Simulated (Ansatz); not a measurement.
Species, as SMILES: FCl (F-Cl).
Atoms: F1, Cl2. Bonds: F1-Cl2.

Basis-set convergence of the optimised F1-Cl2 bond length at HF with Ansatz (a first-principles code). Cartesian d functions, on some or all atoms, in 6-31G**, 6-31+G*, 6-311G**, 6-311+G**; all else is spherical. The program fits the integrals of some runs and decomposes those of others, by size. No added dispersion term, no relativity. Reference: the value in pcseg-4, 1.5807 Å, itself unsure by roughly 0.0006 Å (its mean distance from aug-pcseg-3, aug-cc-pV(Q+d)Z, cc-pV(5+d)Z). Deviations are taken from unrounded values.

```
basis              functions
-----------------  ---------
STO-3G                    14
3-21G                     22
6-31G                     22
6-31G**                   34
6-31+G*                   42
6-311G**                  45
6-311+G**                 53
6-311++G(2d,2p)           62
6-311++G(3df,3pd)         86
```

Problem. Which is the smallest Pople set listed that can be trusted to 0.01 Å here, that is, within that of the reference together with its larger relatives (same family, alike in diffuse functions; a set with none to test it counts only in the reference's own line)?

Solution. Of the sets listed that have larger relatives (same family, alike in diffuse functions), none stays within 0.01 Å of the reference together with them. Inside, with no larger relative to test it: 6-311++G(3df,3pd). Value minus reference: STO-3G 0.0976, 3-21G 0.1087, 6-31G 0.1288, 6-31G** 0.0319, 6-31+G* 0.0331, 6-311G** 0.0363, 6-311+G** 0.0336, 6-311++G(2d,2p) 0.0260, 6-311++G(3df,3pd) 0.0051 Å.
